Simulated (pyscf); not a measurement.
PySCF, gas phase, ωB97X-D3(BJ)/def2-SVP geometries. MP2 and CC: frozen core, UHF for open shells. ΔMP2 is the change of the MP2 total energy from the triple- to the quadruple-zeta basis.

Task: What is the homolytic dissociation enthalpy (298 K, CCSD(T)/def2-TZVPP + ΔMP2(QZVPP)) of the C–O bond of `[CH3][O][CH2][OH]`, to •H₂C–O–CH₃ + OH•?

Result: C–O to •H₂C–O–CH₃ + OH•: 4.21 eV. H₃C–O–CH₂–OH lies 0.65 eV over its isomer H₃C–CH(OH)–OH, and others may lie lower still (electronic energy, ωB97M-D3(BJ)). •H₂C–O–CH₃ lies 0.56 eV over its isomer H₃C–CH•–OH, and others may lie lower still (electronic energy, ωB97M-D3(BJ)). The CCSD(T) − MP2 part came from Ansatz, without density fitting, on the same reference. Left out: the spin-orbit lowering of OH.
